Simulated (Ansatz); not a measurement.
The input, for Ansatz 0.2.0:

```yaml
crystal:
  periodic: [false, false, false]
  atoms:
    - {symbol: B, position_ang: [0.000760, -0.230307, 0.750469]}
    - {symbol: O, position_ang: [-0.000073, 0.152711, -0.532572]}
    - {symbol: H, position_ang: [0.047891, 0.610262, 1.594350]}
    - {symbol: H, position_ang: [-0.054886, -0.564062, -1.190045]}
basis:
  gaussian: {orbitals: cc-pVDZ}
magnetization: {spin_polarized: false, initial_magnetization: 1}
correlation: {method: ccsdt_q, electrons: outside_noble_gas}
```

```sh
$ ansatz run in.yaml --threads 1 --pin off --events-out ev --progress --plain --max-ram 2393MiB
```

Log:

```
675 factors; integrals over basis functions are off by at most 1.4e-7 eV
mean field evaluation 1: about -2737.9793 eV, gradient 2.8e1 eV
mean field evaluation 2: about -2737.9805 eV, gradient 2.8e1 eV
mean field evaluation 4: about -2739.9248 eV, gradient 2.7e0 eV
mean field evaluation 8: about -2739.9726 eV, gradient 1.2e-1 eV
mean field evaluation 16: about -2739.9692 eV, gradient 4.5e-1 eV
mean field evaluation 32: about -2736.1244 eV, gradient 1.9e1 eV
mean field -2739.97276831 eV, -100.6921420152 hartree, gradient 1.5e-6 eV, S^2 0.750000; 1 other end points of the search recorded, 0 dependent functions left out
determinant -2739.97276831 eV, -100.6921420152 hartree, with singles and doubles -2747.40950925 eV, -100.9654372038 hartree
determinant -2736.82961295 eV, -100.5766331860 hartree, with singles and doubles -2744.53470716 eV, -100.8597901756 hartree
2 core orbitals not correlated: weight in the atoms' cores, before any rotation towards them, 1.000 or more for the frozen orbitals, at most 0.000 for the correlated occupied ones
reference -2739.97276831 eV, -100.6921420152 hartree; 6, 5 occupied and 30, 31 virtual orbitals, 675 factors
second order -6.94148253 eV of doubles, -0.02227993 eV of singles
cycle   1  -7.16681148 eV  change   -2.0e-1 eV  update   7.9e-2
cycle   2  -7.45441580 eV  change   -2.9e-1 eV  update   3.6e-2
cycle   3  -7.64179370 eV  change   -1.9e-1 eV  update   2.1e-2
cycle   4  -7.63023012 eV  change    1.2e-2 eV  update   6.8e-3
cycle   5  -7.62490008 eV  change    5.3e-3 eV  update   3.6e-3
cycle   6  -7.62718519 eV  change   -2.3e-3 eV  update   1.3e-3
cycle   7  -7.62777779 eV  change   -5.9e-4 eV  update   6.5e-4
cycle   8  -7.62760295 eV  change    1.7e-4 eV  update   3.3e-4
cycle   9  -7.62763095 eV  change   -2.8e-5 eV  update   1.8e-4
cycle  10  -7.62767241 eV  change   -4.1e-5 eV  update   6.1e-5
cycle  11  -7.62766349 eV  change    8.9e-6 eV  update   3.0e-5
cycle  12  -7.62768536 eV  change   -2.2e-5 eV  update   1.6e-5
cycle  13  -7.62768924 eV  change   -3.9e-6 eV  update   6.5e-6
cycle  14  -7.62769352 eV  change   -4.3e-6 eV  update   3.0e-6
cycle  15  -7.62769528 eV  change   -1.8e-6 eV  update   1.4e-6
cycle  16  -7.62769505 eV  change    2.2e-7 eV  update   8.0e-7
perturbative correction -0.01527701 eV, -0.0005614197 hartree
Total energy: -2747.61574037 eV, -100.9730160579 hartree
```

For the same geometry and basis UCCSDT(Q) lies 2.4 meV lower.

Ran on 1 thread of AMD EPYC 7B13, shared host: 25 s wall, 0.38 GiB peak host memory.
